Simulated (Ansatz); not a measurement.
Input file:

```yaml
crystal:
  periodic: [false, false, false]
  atoms:
    - {symbol: P, position_ang: [0.000000, 0.000000, 1.555575]}
    - {symbol: Ga, position_ang: [0.000000, 0.000000, -0.650327]}
    - {symbol: H, position_ang: [0.000000, -1.370553, -1.408428]}
    - {symbol: H, position_ang: [0.000000, 1.370553, -1.408428]}
basis:
  gaussian: {orbitals: cc-pVDZ}
total_charge: 1
magnetization: {spin_polarized: true, initial_magnetization: 1}
hamiltonian: {xc: {name: B3LYP}}
```

```sh
$ ansatz run in.yaml --threads 1 --pin off --events-out ev --progress --plain --max-ram 2393MiB
```

Log:

```
600 factors; integrals over basis functions are off by at most 7.8e-4 eV
mean field evaluation 1: about -61688.3588 eV, gradient 7.9e0 eV
mean field evaluation 2: about -61687.2042 eV, gradient 1.3e1 eV
mean field evaluation 4: about -61689.0205 eV, gradient 2.8e-1 eV
mean field evaluation 8: about -61689.0410 eV, gradient 8.4e-2 eV
mean field evaluation 16: about -61689.0419 eV, gradient 6.4e-4 eV
mean field evaluation 32: about -61689.0493 eV, gradient 1.2e-5 eV
mean field -61689.04927919 eV, -2267.0307466710 hartree, gradient 1.2e-5 eV, S^2 0.933186; 7 other end points of the search recorded, 0 dependent functions left out
reference -61689.04949949 eV, -2267.0307547665 hartree; 24, 23 occupied and 31, 32 virtual orbitals, 600 factors
Total energy: -61689.04949949 eV, -2267.0307547665 hartree
```

Ran on 1 thread of Arm Neoverse V2, shared host: 7 s wall, 0.2 GiB peak host memory.
